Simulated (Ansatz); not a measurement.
C4H6F2 can be A, `C/C(F)=C(/C)F`, or B, `CC/C(F)=C\F`.

Calculated with Ansatz (gas phase, PBE0-D4/def2-TZVP geometries, no zero-point term in ΔE). CBS: MP2 limit from def2 TZ/QZ plus the TZ coupled-cluster correction, frozen cores. Double bonds are as drawn, so ΔE can hold a change between cis and trans. DFT in def2-TZVPP. B3LYP here is the variant with VWN-RPA as its local correlation; programs differ in this. Each species was taken in one conformer, which may not be the lowest.

Task: Which is lower in electronic energy at CCSD(T)/CBS, and by how much? (Estimate.)

Result: Computed: A, by 26.1 kJ/mol.

Task: Give E(B) − E(A) in kJ/mol with CCSD/def2-TZVPP, CCSD(T)/def2-SVP, CCSD(T)/def2-TZVPP, r2SCAN-D4, MP2/def2-TZVPP, ωB97M-V, B3LYP-D4. (Best estimate.)

Result: Ansatz gave: CCSD/def2-TZVPP 24.9, CCSD(T)/def2-SVP 25.7, CCSD(T)/def2-TZVPP 25.2, r2SCAN-D4 31.3, MP2/def2-TZVPP 26.2, ωB97M-V 27.7, B3LYP-D4 28.4. None reverses the order clearly.

Task: Does the order hold for the free energy at 298.15 K (harmonic terms from PBE0-D4)? (An estimate is asked.)

Result: Ansatz gave: Yes: G(B) − G(A) = +26.4 kJ/mol, for one conformer each.

Largest T1 diagnostic: 0.011.

Leaving LDA and LC-ωPBE aside and taking each functional with its dispersion term where it has one, the values, not all of them listed here, spread over 4.4 kJ/mol, from ωB97X-V to B97M-V. LDA lies +4.7 kJ/mol from PBE without D4.
